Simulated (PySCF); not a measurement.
Isomers of C4H10N2, one GFN2-xTB conformer each. Single-point energies are computed at PBE0/pcSseg-1 (PySCF, gas phase, no added dispersion term), electronic only.

| SMILES | GFN2-xTB relative energy (kcal/mol) |
| --- | --- |
| CN1CCN1C | 0.8 |
| [H]/N=C/[C@H](C)NC | 0.0 |

Conformers: `[CH3:1][N:2]1[CH2:3][CH2:4][N:5]1[CH3:6]` with C1–N2–C3–C4 -130°, N2–C3–C4–N5 14°, C3–C4–N5–C6 -130°, C1–N2–N5–C4 134°; `[H]/[N:6]=[CH:5]/[C@@H:3]([NH:2][CH3:1])[CH3:4]` with C1–N2–C3–C4 163°, N2–C3–C5–N6 -11°.

**Question.** What does PBE0/pcSseg-1 give for the same structures?

**Answer.** 
```csv
SMILES,PBE0/pcSseg-1 E (Eh),PBE0/pcSseg-1 (kcal/mol),GFN2-xTB (kcal/mol),point group
[H]/N=C/[C@H](C)NC,-267.56519,0.0,0.0,C1
CN1CCN1C,-267.51759,29.9,0.8,C2
```

Both levels put the same isomer lowest. As drawn, the lower has a C=N bond and an N–H bond, which the higher lacks; the higher has a four-membered ring and an N–N linkage, which the lower lacks.

**Question.** Which frontier levels, dipoles and rotational constants go with these structures?

**Answer.** 
| SMILES | HOMO (eV, PBE0/pcSseg-1) | LUMO (eV) | dipole (D) | A, B, C (MHz) |
| --- | --- | --- | --- | --- |
| [H]/N=C/[C@H](C)NC | -6.22 | -0.04 | 2.08 | 4056, 3401, 2122 |
| CN1CCN1C | -5.50 | 1.69 | 0.77 | 5142, 3770, 2465 |
